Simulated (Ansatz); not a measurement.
Relaxation of H₄NOPS (8 atoms, charge 0, multiplicity 1), to a largest force component of 0.02 eV/Å in at most 50 steps.

Theory: UKS r2SCAN-D4/cc-pVDZ (Ansatz).

```xyz
8
Properties=species:S:1:pos:R:3:forces:R:3
N 0.319 1.139 0.496 -0.76 5.09 2.70
P -0.181 -0.426 0.742 -3.08 0.17 -5.84
O 1.082 -1.011 -0.024 4.77 -0.97 1.15
S -1.435 -0.532 -0.869 -1.16 -0.90 0.91
H 0.283 1.341 -0.541 -0.15 -1.19 0.73
H -0.468 1.814 0.828 1.70 -1.15 -0.31
H 1.924 -0.523 0.330 -1.60 -1.21 -0.68
H -0.956 -1.286 1.529 0.29 0.15 1.33
```

Problem. Where does it end, and by what steps?

Solution. The forces met the threshold. After 12 steps the energy has fallen by 3.039 eV; H8 moved furthest, 0.63 Å.

| step | energy less start (eV) | largest force component (eV/Å) | accepted |
| --- | --- | --- | --- |
| 0 | 0.0000 | 5.836 | yes |
| 1 | -1.8720 | 3.596 | yes |
| 2 | -2.5818 | 1.448 | yes |
| 3 | -2.8891 | 0.957 | yes |
| 4 | -3.0057 | 0.402 | yes |
| 5 | -3.0250 | 0.434 | yes |
| 6 | -3.0245 | 0.345 | no |
| 7 | -3.0134 | 0.855 | no |
| 8 | -3.0356 | 0.054 | yes |
| 9 | -3.0382 | 0.109 | yes |
| 10 | -3.0391 | 0.036 | yes |
| 11 | -3.0393 | 0.021 | yes |
| 12 | -3.0393 | 0.012 | yes |

```xyz
8
Properties=species:S:1:pos:R:3
N 0.248 1.178 0.535
P -0.291 -0.436 0.264
O 1.146 -1.188 -0.048
S -1.649 -0.844 -1.049
H 0.352 1.650 -0.370
H -0.471 1.698 1.047
H 1.832 -0.763 0.498
H -0.599 -0.781 1.615
```

Whether the end is a true minimum wasn't checked by a vibrational analysis.

Time of the run: 31 s on 2 threads of Intel(R) Xeon(R) 6975P-C (Granite Rapids), on a shared host, peak memory 0.23 GiB.
